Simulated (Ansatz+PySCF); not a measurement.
# doublet C2H4F: levels of theory in one basis

```xyz
7

C     0.1107    0.5111   -0.0922
C    -1.1951   -0.1793    0.0054
H     0.2890    1.5207    0.2463
H    -1.3543   -0.5795    1.0230
H    -2.0030    0.5206   -0.1905
H    -1.2501   -1.0079   -0.6992
F     1.2078   -0.2889    0.0184
```

Basis set: cc-pVTZ (spherical functions). Frozen core: 3 orbitals. Correlation on ROHF uses semicanonical orbitals with singles. Charge 0, multiplicity 2.

Computed with Ansatz (development build ahead of 0.2.0); each method stands on the lowest determinant of its kind that the runs found.

| method | E − E(ROHF) (eV) | <S²> of the determinant |
| --- | --- | --- |
| ROHF | 0.00 | 0.75 |
| UHF | -0.12 | 0.76 |
| ROHF-MP2 | -15.65 | – |
| UHF-MP2 | -15.64 | 0.76 |
